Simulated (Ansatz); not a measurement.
Geometry optimisation, Ansatz 0.2.0, UKS PBE0-D4/6-31G*.

The input (input.yaml):

```yaml
crystal:
  periodic: [false, false, false]
  atoms:
    - { symbol: Si, position_ang: [0.012698, -0.201788, -0.146613] }
    - { symbol: H, position_ang: [-0.299128, -0.832851, 1.149712] }
    - { symbol: H, position_ang: [1.493385, -0.033007, -0.213184] }
    - { symbol: C, position_ang: [-0.869994, 1.444423, -0.324178] }
    - { symbol: H, position_ang: [-1.951259, 1.315594, -0.213009] }
    - { symbol: H, position_ang: [-0.533433, 2.141451, 0.450149] }
    - { symbol: H, position_ang: [-0.677127, 1.891474, -1.305714] }
    - { symbol: H, position_ang: [-0.393548, -1.16124, -1.215237] }
    - { symbol: O, position_ang: [-0.653584, 0.54082, 2.849806] }
    - { symbol: H, position_ang: [-0.000309, -0.086076, 3.221769] }
magnetization:
  spin_polarized: true
  initial_magnetization: 1
basis:
  gaussian: { orbitals: "6-31G*" }
hamiltonian:
  xc: pbe0
  dispersion: d4
relax:
  f_tol: 0.03
  max_steps: 50
```

Run as:

```bash
$ ansatz run input.yaml --threads 1 --pin off --max-ram 2048MiB --backend cpu --events-out ev --progress --plain --runs-dir out
```

Problem. Where does it end, and by what steps?

Solution. The forces met the threshold. The force dipped under the threshold on the way, but the program's further checks kept it going. After 24 steps the energy has fallen by 1.111 eV; H2 moved furthest, 2.35 Å. Parted: Si1–H2 (1.48 → 3.80 Å). Joined: Si1–O9 (3.16 → 1.67 Å).

```
step  energy less start (eV)  largest force component (eV/Å)  accepted
   0                  0.0000                           0.382       yes
   1                  0.0393                           1.306        no
   2                 -0.0114                           0.276       yes
   3                 -0.0193                           0.258       yes
   4                 -0.0339                           0.129       yes
   5                 -0.0508                           0.209       yes
   6                 -0.0600                           0.223       yes
   7                 -0.0694                           0.132       yes
   8                 -0.1385                           0.659       yes
   9                 -0.2509                           0.704       yes
  10                 -0.3974                           0.471       yes
  11                 -0.5317                           0.415       yes
  12                 -0.6764                           1.269       yes
  13                 -0.8344                           0.990       yes
  14                 -0.9650                           0.347       yes
  15                 -1.0290                           0.218       yes
  16                 -1.0789                           0.096       yes
  17                 -1.0997                           0.073       yes
  18                 -1.1084                           0.079       yes
  19                 -1.1104                           0.036       yes
  20                 -1.1104                           0.191        no
  21                 -1.1108                           0.041       yes
  22                 -1.1106                           0.118        no
  23                 -1.1112                           0.024       yes
  24                 -1.1113                           0.022       yes
```

```xyz
10
Properties=species:S:1:pos:R:3
Si 0.213 0.364 0.342
H -1.737 -2.616 1.668
H 1.661 0.682 0.137
C -0.855 1.712 -0.378
H -1.917 1.482 -0.244
H -0.652 2.673 0.106
H -0.664 1.825 -1.451
H -0.049 -0.937 -0.349
O -0.160 0.266 1.964
H 0.289 -0.430 2.458
```

Whether the end is a true minimum wasn't checked by a vibrational analysis.

Time of the run: 37 s on 1 thread of AMD EPYC 9R45 96-Core Processor (Zen 5), with other jobs on the host, peak memory 0.18 GiB.
